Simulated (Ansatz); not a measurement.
# NS (doublet): RPA-PBE over a scan of the distance N1–S2, 6-31G

How well do these functionals follow the top wave-function level for NS (doublet) over a scan of the distance N1–S2?

The runs use Ansatz 0.2.0, Gaussian basis; 6-31G, all electrons in the functionals, frozen cores in the correlation of double hybrids and RPA.

The runs, in order: RPA-PBE, at 1.173 Å; 1.321 Å; 1.486 Å; 1.649 Å; 1.831 Å; 2.003 Å; 2.400 Å; 2.698 Å; 3.312 Å; 4.027 Å; 5.166 Å.

35 further runs of the same task are left out: 1 for a mislabelled method, 11 for a known fault of the program, 19 that didn't finish, 4 set aside as unsound or not needed.

## Step 1: The geometry

The geometry derives from a PBE0/def2-TZVP stationary point (not a proven minimum). One bond is set to the value named and the two fragments are kept rigid.

2 atoms, charge 0, spin multiplicity 2.

Atoms are counted from 1 here; the program's logs count them from 0.

Bond lengths: N1–S2 1.486 Å.

As a file:

```xyz
2

N     0.0000    0.0000    0.0000
S     0.0000    0.0000    1.4856
```

No dispersion term is added.

The geometry shown and the zero of energy belong to the point 1.486 Å. The yardstick, FCI, and other wave-function levels (R restricted, U unrestricted, valence and pair active spaces) come from earlier runs.

## Step 2: RPA-PBE, 1.173 Å

File in.yaml:

```yaml
crystal:
  periodic: [false, false, false]
  atoms:
    - {symbol: N, position_ang: [0.000000, 0.000000, 0.000000]}
    - {symbol: S, position_ang: [0.000000, 0.000000, 1.173000]}
basis:
  gaussian: {orbitals: 6-31G}
magnetization: {spin_polarized: true, initial_magnetization: 1}
hamiltonian: {xc: {name: PBE}}
correlation: {method: rpa, electrons: outside_noble_gas}
```

Run with:

```
> ansatz run in.yaml --threads 1 --pin off --events-out ev --progress --plain --max-ram 2393MiB
```

After this run come: RPA-PBE, 1.321 Å; RPA-PBE, 1.486 Å; RPA-PBE, 1.649 Å; RPA-PBE, 1.831 Å; RPA-PBE, 2.003 Å; RPA-PBE, 2.400 Å; RPA-PBE, 2.698 Å; RPA-PBE, 3.312 Å; RPA-PBE, 4.027 Å; RPA-PBE, 5.166 Å.

Q: Predict the results of all the runs planned. Wanted: span of the FCI curve; largest miss, RPA-PBE.

As calculated:

```
             quantity                    value
span of the FCI curve           222.1 kcal/mol
largest miss, RPA-PBE  -5.4 kcal/mol (5.166 Å)
```

**Reading.** RPA-PBE strays by up to 5.4 kcal/mol, at 5.166 Å. RPA-PBE clearly breaks the spin symmetry at some points (⟨S²⟩ up to 2.00 above the pure value), so energy there is bought with a mixed spin. Functionals and the yardstick converge differently with the basis, so part of each miss in 6-31G is the basis.
